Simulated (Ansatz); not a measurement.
## RbFe2As2: a prediction, then the measurements

Level of theory: DFT r2SCAN, scalar-relativistic, plane waves, PAW (Ansatz).

Plane waves to 500 eV, a k mesh through Γ of 14×14×14 on the computed 5-atom cell and Gaussian smearing (0.10 eV); collinear spin from starting moments 0 1.96 1.96 -0.15 -0.15 μB.

Relaxed structure, symmetry kept:

```xyz
5
Lattice="-1.8189 1.8189 7.7187 1.8189 -1.8189 7.7187 1.8189 1.8189 -7.7187" Properties=species:S:1:pos:R:3 pbc="T T T"
Rb    0.0000    0.0000    0.0000
Fe    0.0000    1.8189    3.8594
Fe    1.8189    0.0000    3.8594
As    0.0000    0.0000    5.3937
As    0.0000    0.0000   10.0438
```

* Space group: I4/mmm (No. 139)
* Volume per atom: 20.43 Å³
* Formation energy from the elements' standard states (uncorrected): -0.230 eV/atom
* Generalised Kohn–Sham band gap: none (metal)
* Density of states at the Fermi level: 2.29 states/eV per cell
* Löwdin character within 0.5 eV of the Fermi level: Fe 3d 57 %, As 4p 35 %, unprojected 5 %
* Bader charges (e): Rb (1 in the cell) 0.75, Fe (2 in the cell) 0.34, As (2 in the cell) -0.71
* Total moment: 3.09 μB per cell
* Site moments (μB; atoms counted from 1 over the whole cell): Fe (atom 2) 1.78, Fe (atom 3) 1.78, As (atom 4) -0.14, As (atom 5) -0.14

The state reached may not be the lowest one. Only parallel moments were tried here.

Only this magnetic start was tried.

**What was measured.**

“Quantum criticality in AFe2As2 with A = K, Rb, and Cs suppresses superconductivity”, 2015, arxiv:1510.01857 reports, for a bulk crystal of RbFe2As2 at 300 K: lattice constant a 3.872 ± 0.004 Å; lattice constant c 14.46 ± 0.05 Å.

Against the measured lattice constant a of RbFe2As2, 3.872 Å (300 K; the paper above), the calculated 3.638 Å is off by -6.1 %. So large a difference can come from the functional (as between layers that it hardly binds), but also from another choice of axes, another phase or a misread value. 2 values of this kind are on record (3.871 to 3.872 Å); this one was drawn at random, those with a stated uncertainty first. Against the measured lattice constant c of RbFe2As2, 14.46 Å (300 K; the paper above), the calculated 15.437 Å is off by +6.8 %. 2 values of this kind are on record (14.46 to 14.464 Å); this one was drawn at random, those with a stated uncertainty first. The calculation is for 0 K without zero-point motion.

Cost: 1 run of about 11 core-minutes, on Oxide Virtual Turin-like Processor (Zen 5) (shared hosts).